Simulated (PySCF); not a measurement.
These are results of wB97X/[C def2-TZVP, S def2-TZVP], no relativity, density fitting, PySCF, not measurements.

```xyz
3
charge 0 multiplicity 1, angstrom
C     0.0000    0.0000    0.0000
S     0.0000    0.0000    1.5444
S     0.0000    0.0000   -1.5444
```

CS₂ (singlet), along the line from C1 (at 0) through S2 (at 1.544 Å).

Problem. Tabulate the fields along this line at -0.54, -0.39, -0.23, -0.08, 0.15, 0.31, 0.46, 0.62, 0.77, 0.93, 1.08, 1.24, 1.39, 1.62, 1.78, 1.93, 2.08, 2.24, 2.39 Å.

Solution. 
| distance (Å) | electron density (e/Å³) | electron localisation function | electrostatic potential (V) |
| --- | --- | --- | --- |
| -0.54 | 2.19 | 0.842 | 36.7 |
| -0.39 | 2.55 | 0.33 | 69.8 |
| -0.23 | 7.27 | 0.242 | 168 |
| -0.08 | 153 | 1 | 789 |
| 0.15 | 29.6 | 0.952 | 306 |
| 0.31 | 3.28 | 0.104 | 105 |
| 0.46 | 2.34 | 0.703 | 49 |
| 0.62 | 2.06 | 0.873 | 30.3 |
| 0.77 | 1.86 | 0.817 | 30.9 |
| 0.93 | 1.74 | 0.392 | 48.5 |
| 1.08 | 2.47 | 0.0846 | 90.8 |
| 1.24 | 15 | 0.736 | 196 |
| 1.39 | 106 | 0.729 | 669 |
| 1.62 | 310 | 0.259 | 1910 |
| 1.78 | 44 | 0.866 | 329 |
| 1.93 | 5.08 | 0.277 | 129 |
| 2.08 | 1.46 | 0.121 | 64.4 |
| 2.24 | 1.01 | 0.642 | 33.9 |
| 2.39 | 0.677 | 0.842 | 18.3 |

On a grid of 0.08 Å the density has a local minimum along the bond near 0.93 Å from C, at 1.74 e/Å³, where the ELF is 0.39.
